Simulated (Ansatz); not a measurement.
**PNH2+ (quartet): wave-function methods side by side, cc-pVDZ**

How much of the correlation energy of PNH2+ (quartet) does each wave-function method recover here?

Computed with Ansatz 0.2.0, Gaussian basis. Level: cc-pVDZ, core rule «outside noble gas», up to 6 orbitals frozen.

To be run: UHF; CCSD(T) on ROHF; CCSD(T) on UHF; BCCD(T) on ROHF; CISD; CCSDT(Q) on ROHF; CCSDT(Q) on UHF; CASSCF and MRCISD+Q, 11 electrons in 10 orbitals; CASSCF and NEVPT2, 11 electrons in 10 orbitals.

25 further runs of the same task are left out: 1 for a mislabelled method, 8 that didn't finish, 16 set aside as unsound or not needed.

### Step 1. The system

The geometry is a PBE0/def2-TZVP stationary point (not a proven minimum) of the parent state, kept for this charge and spin.

4 atoms, charge 1, spin multiplicity 4.

Atoms are counted from 1 here; the program's logs count them from 0.

Bond lengths: N1–P2 1.682 Å, N1–H3 1.006 Å, N1–H4 1.006 Å. Angles: P2–N1–H3 122.7°, P2–N1–H4 122.7°, H3–N1–H4 114.7°.

### Step 2. UHF

in.yaml reads:

```yaml
crystal:
  periodic: [false, false, false]
  atoms:
    - {symbol: N, position_ang: [0.000000, 0.000000, 1.085170]}
    - {symbol: P, position_ang: [0.000000, 0.000000, -0.596692]}
    - {symbol: H, position_ang: [0.000000, 0.847233, 1.628141]}
    - {symbol: H, position_ang: [0.000000, -0.847233, 1.628141]}
basis:
  gaussian: {orbitals: cc-pVDZ}
total_charge: 1
magnetization: {spin_polarized: true, initial_magnetization: 3}
hamiltonian: {xc: hf}
output: {orbitals: {seedname: orbitals}}
```

Started as:

```sh
$ ansatz run in.yaml --threads 1 --pin off --events-out ev --progress --plain --max-ram 2393MiB
```

Further steps of the session: CCSD(T) on ROHF; CCSD(T) on UHF; BCCD(T) on ROHF; CISD; CCSDT(Q) on ROHF; CCSDT(Q) on UHF; CASSCF and MRCISD+Q, 11 electrons in 10 orbitals; CASSCF and NEVPT2, 11 electrons in 10 orbitals.

Before running them: what should the planned runs give, taken together? Wanted: UCCSDT(Q) below the RHF energy; RMP2 from UCCSDT(Q); UMP2 from UCCSDT(Q); RCCSD from UCCSDT(Q); RCCSD(T) from UCCSDT(Q); UCCSD(T) from UCCSDT(Q); RCCSDT(Q) from UCCSDT(Q); NEVPT2 valence from UCCSDT(Q); MRCISD+Q valence from UCCSDT(Q).

As calculated:

| quantity | value |
| --- | --- |
| UCCSDT(Q) below the RHF energy | -6.8107 eV |
| RMP2 from UCCSDT(Q) | +103.9 kJ/mol |
| UMP2 from UCCSDT(Q) | +107.4 kJ/mol |
| RCCSD from UCCSDT(Q) | +15.6 kJ/mol |
| RCCSD(T) from UCCSDT(Q) | +2.9 kJ/mol |
| UCCSD(T) from UCCSDT(Q) | +2.8 kJ/mol |
| RCCSDT(Q) from UCCSDT(Q) | +0.1 kJ/mol |
| NEVPT2 valence from UCCSDT(Q) | +105.7 kJ/mol |
| MRCISD+Q valence from UCCSDT(Q) | +0.9 kJ/mol |
| levels within 1 kcal/mol (43 meV) | RCCSD(T), UCCSD(T), BCCD(T), RCCSDT, UCCSDT, RCCSDT(Q), MRCISD+Q valence |
| T1 diagnostic | 0.019 |
| effectively unpaired electrons | 3.01 |

RCCSD(T) lands +2.9 kJ/mol from the yardstick (0.4 % of the correlation energy). One determinant dominates. Of the multireference levels listed MRCISD+Q valence comes nearest in total energy (+0.9 kJ/mol), which doesn't show that its space is the better one. These misses are within one basis, not against nature; the frozen cores of restricted and unrestricted runs differ, which can shift their rows.
